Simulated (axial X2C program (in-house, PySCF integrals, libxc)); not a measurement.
## Potential curves of F₂⁻, 2c

Calculated with an axial X2C code built on PySCF integrals. Two-component (2c) means X2C with spin–orbit coupling and atomic mean-field two-electron Coulomb and Gaunt terms. Basis: F dyall-av3z [7s6p3d2f] (cores contracted in-house); Gaussian nuclei, density fitting, unrestricted open shells. Masses: F 18.998 u.

State: Ω = 1/2 (⟨Sz⟩ = 0.50, ⟨Lz⟩ = 0.00 at BP86). Energies in eV from the fragments at the same level (F- + F). Fits are polynomials in 1 − R0/R over 0.85 to 1.23 times the lowest point R0.

```
 R (Å)     BP86
1.7339  -1.7222
1.8136  -1.9056
1.8734  -1.9885
1.9332  -2.0381
1.9930  -2.0634
2.0628  -2.0715
2.1325  -2.0642
2.2222  -2.0416
2.3318  -2.0049
2.4912  -1.9500
```

One determinant describes the state; a PBE0 search over occupations chose it and may have missed a lower one. De is counted from the lowest determinant-based energies of the atoms at the same level, without counterpoise correction. Density functionals use the spin component along the axis (collinear). The 2c atoms are single determinants rather than J levels; their spin–orbit lowering is only partly caught, and De is too large by that part. This holds for BP86. The functionals have no current-density term, which raises determinants with orbital currents, atoms included. The highest occupied level of some functionals is positive through self-interaction error; at Hartree–Fock it is bound.

Q: Fit the BP86 curve near its minimum: give the equilibrium distance, the harmonic wavenumber and the well depth.

A: At BP86, 2c: Re = 2.059 Å, ωe ≈ 302 cm⁻¹, De = 2.07 eV to F- + F; Be follows as 0.418 cm⁻¹.
